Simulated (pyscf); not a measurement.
Elimination: `[OH][Ti]([OH])([F])[F]` → `[OH2]` + `[O]=[Ti]([F])[F]`

Gas phase, singlet surface, charge 0. Bonds broken: O1–Ti2, O3–H7. Bonds formed: O1–H7. PySCF, gas phase, ωB97X-D3(BJ)/def2-SVP geometries.

Transition state (Å):

```xyz
7

O     -1.1290    -0.9225     1.1202
Ti    -0.3119    -0.3421    -0.5878
O     -0.1451     1.0303     0.3444
F     -1.3634    -0.1505    -1.9784
F      1.2154    -1.1351    -0.9293
H     -0.7871    -1.6004     1.7149
H     -0.6539     0.2274     1.1661
```

One imaginary mode, 1585i cm⁻¹; descent along it reached the two sides named, in the forms told below.

| bond | change | reactant side (Å) | saddle | product side |
|---|---|---|---|---|
| O1–Ti2 | breaks | 1.758 | 1.980 | 2.120 |
| O3–H7 | breaks | 0.962 | 1.256 | 2.8 |
| O1–H7 | forms | 3.2 | 1.245 | 0.968 |

Electronic energies relative to the reactant's lowest minimum found (eV):

```tsv
level	barrier	reaction energy	reverse barrier
ωB97X-D3(BJ)/def2-TZVP	1.68	+2.46	-0.77
PBE/def2-TZVP	1.45	+2.33	-0.88
r²SCAN/def2-TZVP	1.58	+2.55	-0.98
B3LYP-D3(BJ)/def2-TZVP	1.68	+2.49	-0.81
PBE0-D3(BJ)/def2-TZVP	1.61	+2.48	-0.87
M06-2X/def2-TZVP	1.75	+2.67	-0.92
ωB97M-D3(BJ)/def2-TZVP	1.68	+2.40	-0.72
```

With ωB97M-D3(BJ)/def2-TZVP energies and thermal terms (ideal gas, 1 atm, RRHO with modes under 100 cm⁻¹ raised to 100, one conformer, R ln 2 for chiral ones without a mode under 150 cm⁻¹), in eV:

| T (K) | ΔH‡ | ΔG‡ | ΔH | ΔG |
|---|---|---|---|---|
| 298 | 1.59 | 1.67 | +2.38 | +1.97 |
| 600 | 1.54 | 1.78 | +2.33 | +1.57 |
| 900 | 1.51 | 1.90 | +2.27 | +1.20 |
| 1200 | 1.49 | 2.04 | +2.21 | +0.85 |

On the product side the descent ends in an adduct with a O–Ti contact, 1.52 eV under the separated species and 0.75 eV under the saddle at ωB97X-D3(BJ)/def2-TZVP. At ωB97X-D3(BJ)/def2-TZVP, PBE, r²SCAN, B3LYP-D3(BJ), PBE0-D3(BJ), M06-2X, ωB97M-D3(BJ) the saddle lies under the separated products, which points to a path from their complex (located at ωB97X-D3(BJ) alone), and parting the products costs more than the saddle. What is counted as broken (O–Ti) persists as a longer contact in the product adduct; parting that adduct is a step of its own. At the saddle there is also a short H–Ti contact that neither side keeps. This is the saddle that the search found; another between the same sides may lie lower.
